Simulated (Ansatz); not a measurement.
BSiH2 (H-bridged), doublet: the ladder up to full CI

Geometry: a PBE0/def2-TZVP stationary point for this spin, not checked as a minimum.

```xyz
4

Si    0.0000   -0.0053    0.5948
B     0.0000   -0.0779   -1.2479
H     0.0000    1.1505   -0.7602
H     0.0000   -0.1670   -2.4296
```

Basis 6-31G; Ansatz 0.2.0. Only valence electrons are correlated (noble-gas cores frozen), which leaves 9 electrons in 20 orbitals. Prefix R: restricted or restricted open-shell reference; prefix U: unrestricted. Active spaces: valence = (9e, 10o) chosen from the atoms' valence shells.

Full CI is exact within this basis and frozen core; it isn't the basis-set limit. The frozen core follows each run's orbitals, which can shift R against U totals by a few meV.

For open shells CISD and CISDTQ are restricted-active-space CI with the open shells as a complete middle space.

The UHF ⟨S²⟩ is 0.756. The T1 diagnostic (RCCSD) is 0.0254, the largest doubles amplitude (RCCSD) is 0.064 and the T1 diagnostic (UCCSD) is 0.0247.

```tsv
level	E − E(full CI) (meV)	share of correlation (%)	wall time
RHF	3382	0.00	–
UHF	3354	0.84	–
RMP2	810	76.04	–
UMP2	808	76.10	–
CISD	320	90.54	0.39 s
RCCSD	136	95.97	–
UCCSD	136	95.98	–
RCCSD(T)	32	99.05	0.58 s
UCCSD(T)	32	99.05	0.61 s
BCCD(T)	32	99.05	0.7 s
RCCSDT	6	99.81	–
UCCSDT	6	99.81	–
CISDTQ	14	99.58	6 s (H100)
RCCSDT(Q)	2	99.96	2.6 s
UCCSDT(Q)	1	99.97	2.3 s
RCCSDTQ	1	99.98	8.5 s (H100)
UCCSDTQ	0	99.99	13 s (H100)
CASSCF (valence space)	939	72.22	–
NEVPT2 (valence space)	263	92.22	4.2 s
MRCISD (valence space)	31	99.07	–
MRCISD+Q (valence space)	10	99.71	7 s (H100)
MRCISD+Q(relaxed) (valence space)	-2	100.06	6.5 s (H100)
```

The correlation energy at full CI, counted from RHF, is -3.382 eV. That run took 6.5 s on 2 threads of AMD EPYC 7R13 with a shared H100 80 GB, shared host over 37,560,336 determinants.

Times hold each run's SCF and search for its determinant on a shared host, so for small cases they say little of a method's own cost; rows without a card ran on 1 thread of AMD EPYC 7R13.

The full-CI state has the irrep A'' of Cs, in the program's axes.

Natural occupations of full CI about the gap: 1.972 1.967 1.937 1.934 0.980 0.057 0.040 0.033 0.027 0.018; effectively unpaired electrons, Σ n²(2−n)², 1.06.

Atomization energy (electronic, same basis, no zero-point term; atoms at the same level, unrestricted beside the R rows where the molecule is a closed shell, with restricted open-shell steps beyond CCSDT(Q)) at full CI: 850.4 kJ/mol. Errors of other levels:

```tsv
level	error (kJ/mol)
RHF	-152.7
UHF	-150.4
RMP2	-3.1
UMP2	-3.1
CISD	-29.0
RCCSD	-11.4
UCCSD	-11.4
RCCSD(T)	-2.5
UCCSD(T)	-2.5
BCCD(T)	-2.5
RCCSDT	-0.6
UCCSDT	-0.6
CISDTQ	-1.4
RCCSDT(Q)	-0.1
UCCSDT(Q)	-0.1
RCCSDTQ	-0.1
UCCSDTQ	-0.1
CASSCF (valence space)	-41.6
NEVPT2 (valence space)	-5.1
MRCISD (valence space)	-2.9
MRCISD+Q (valence space)	-1.2
MRCISD+Q(relaxed) (valence space)	-0.2
```

This basis is far from its limit, so the value isn't to be set against a measured one. Truncated CI isn't size-consistent, which counts against it in atomization.
